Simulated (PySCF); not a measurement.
# Exercise with solution: oscillator strength and radiative lifetime

O₂S, SMILES O=S=O.

Geometry: B3LYP-D3(BJ)/def2-TZVP.

TDA-M06-2X/def2-TZVPD run with PySCF puts the first singlet state with f over 0.02 at 6.69 eV (vertical), with the transition dipole (0.000, 0.662, 0.000) in atomic units.

### Question
Find the oscillator strength, the wavelength and the radiative lifetime that this transition would have in vacuum if emission retraced absorption.

### Answer

|μ|² = 0.4382 au, so |μ| = 1.68 D. ΔE = 6.69/27.211 = 0.2459 hartree. f = (2/3) ΔE |μ|² = 0.072 (the program prints 0.072).
λ = 1239.84/6.69 = 185 nm; ν = 53958 cm⁻¹.
Einstein's coefficient A = 0.6670 ν² f s⁻¹ (ν in cm⁻¹) = 1.4e8 s⁻¹, so τ = 1/A = 7.2 ns. This state is S3; the lower singlets have f = 0.009, 0.000. The figure is the radiative limit of this one transition; relaxation, internal conversion, crossing to triplets and a medium change what is measured.
